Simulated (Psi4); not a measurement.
# AlNH3 (SMILES [NH2][AlH]) in Psi4

Wanted: energy and gradient of AlNH3.

Program for the calculation: Psi4 1.11.

3 further runs of the same task are left out: 3 set aside as unsound or not needed.

### 1 The system as given

AlNH3: 5 atoms, total charge 0, spin state doublet. SMILES: `[NH2][AlH]`. The shape is that of a PBE0-D4/def2-TZVP optimisation. This is one conformer, not always the lowest.

Bond lengths: N1–Al2 1.774 Å, N1–H3 1.007 Å, N1–H4 1.009 Å, Al2–H5 1.604 Å. Angles: N1–Al2–H5 115.7°, Al2–N1–H3 125.4°, Al2–N1–H4 124.3°, H3–N1–H4 110.2°.

### 2 The run

calc.dat reads:

```
memory 1600 mb

molecule {
  0 2
  N     -0.116600    -0.660800     0.175100
  Al     0.836600     0.833900     0.120800
  H      0.148500    -1.505300     0.655500
  H     -1.010300    -0.782800    -0.277400
  H      0.191800     2.041400    -0.715400
  no_reorient
  no_com
}

set {
  reference uhf
  scf_type  df
  maxiter   3
}

gradient("scf/cc-pwCVTZ")
print_variables()
```

Run with:

```sh
$ psi4 -n 1 calc.dat calc.out
```

calc.out:

```text
Psi4 1.11 release

gradient() will perform analytic gradient computation.

   => Loading Basis Set <=

    Name: CC-PWCVTZ
    Role: ORBITAL
    Keyword: BASIS

         ---------------------------------------------------------
                                   SCF
                              UHF Reference
                        1 Threads,   1525 MiB Core
         ---------------------------------------------------------

  ==> Geometry <==

    Molecular point group: c1
    Full point group: C1

    Geometry (in Angstrom), charge = 0, multiplicity = 2:

       Center              X                  Y                   Z               Mass
    ------------   -----------------  -----------------  -----------------  -----------------
         N           -0.116600000000    -0.660800000000     0.175100000000    14.003074004430
         AL           0.836600000000     0.833900000000     0.120800000000    26.981538530000
         H            0.148500000000    -1.505300000000     0.655500000000     1.007825032230
         H           -1.010300000000    -0.782800000000    -0.277400000000     1.007825032230
         H            0.191800000000     2.041400000000    -0.715400000000     1.007825032230

  Running in c1 symmetry.

  Rotational constants: A =      2.71005  B =      0.35286  C =      0.31226 [cm^-1]
  Rotational constants: A =  81245.12255  B =  10578.34210  C =   9361.32810 [MHz]
  Nuclear repulsion =   46.235092034097001

  Charge       = 0
  Multiplicity = 2
  Electrons    = 23
  Nalpha       = 12
  Nbeta        = 11

  ==> Algorithm <==

  SCF Algorithm Type is DF.
  DIIS enabled.
  MOM disabled.
  Fractional occupation disabled.
  Guess Type is SAD.
  Energy threshold   = 1.00e-08
  Density threshold  = 1.00e-08
  Integral threshold = 1.00e-12

  ==> Primary Basis <==

  Basis Set: CC-PWCVTZ
    Blend: CC-PWCVTZ
    Number of shells: 52
    Number of basis functions: 144
    Number of Cartesian functions: 163
    Spherical Harmonics?: true
    Max angular momentum: 3

   => Loading Basis Set <=

    Name: (CC-PWCVTZ AUX)
    Role: JKFIT
    Keyword: DF_BASIS_SCF

  ==> Integral Setup <==

  DFHelper Memory: AOs need 0.049 GiB; user supplied 1.118 GiB.
  SCF_SUBTYPE=INCORE selected. In-core MEM_DF algorithm will be used.
  Using in-core AOs.

  ==> MemDFJK: Density-Fitted J/K Matrices <==

    J tasked:                   Yes
    K tasked:                   Yes
    wK tasked:                   No
    Memory [MiB]:              1144
    Algorithm:                 Core
    Schwarz Cutoff:           1E-12
    Mask sparsity (%):       1.7072
    Fitting Condition:        1E-10

   => Auxiliary Basis Set <=

  Basis Set: (CC-PWCVTZ AUX)
    Blend: CC-PVTZ-JKFIT
    Number of shells: 92
    Number of basis functions: 290
    Number of Cartesian functions: 346
    Spherical Harmonics?: true
    Max angular momentum: 4

  Minimum eigenvalue in the overlap matrix is 1.1987733716E-03.
  Reciprocal condition number of the overlap matrix is 1.9344500238E-04.
    Using symmetric orthogonalization.

  ==> Pre-Iterations <==

  SCF Guess: Superposition of Atomic Densities via on-the-fly atomic UHF (no occupation information).

   -------------------------
    Irrep   Nso     Nmo
   -------------------------
     A        144     144
   -------------------------
    Total     144     144
   -------------------------

  ==> Iterations <==

                           Total Energy        Delta E     RMS |[F,P]|

   @DF-UHF iter SAD:  -297.30477842020548   -2.97305e+02   0.00000e+00
   @DF-UHF iter   1:  -298.01934392583615   -7.14566e-01   3.70471e-03 DIIS/ADIIS
   @DF-UHF iter   2:  -298.09946400094367   -8.01201e-02   2.33521e-03 DIIS/ADIIS
   @DF-UHF iter   3:  -298.14529588614323   -4.58319e-02   2.38115e-04 DIIS/ADIIS

PsiException: Could not converge SCF iterations in 3 iterations.

  Failed to converge.

psi4.driver.p4util.exceptions.SCFConvergenceError: Could not converge SCF iterations in 3 iterations.

Printing out the relevant lines from the Psithon --> Python processed input file:
    """)
    core.IO.set_default_namespace("")
    core.set_global_option("REFERENCE", "uhf")
    core.set_global_option("SCF_TYPE", "df")
    core.set_global_option("MAXITER", 3)
--> gradient("scf/cc-pwCVTZ")
    print_variables()

!-----------------------------------------------------!
!                                                     !
!  Could not converge SCF iterations in 3 iterations. !
!                                                     !
!-----------------------------------------------------!

    Psi4 run time: 0:00:02.29
```

It took 3.6 s on 1 thread of Intel Xeon Platinum 8488C (Sapphire Rapids), shared host; peak memory 0.33 GiB.

### 3 What went wrong

The iterations ended before the threshold was met.

The log says `Could not converge SCF iterations in 3 iterations.`. What is wrong: the iteration cap is too low for convergence. To mend it: iteration cap at its default in place of 3.
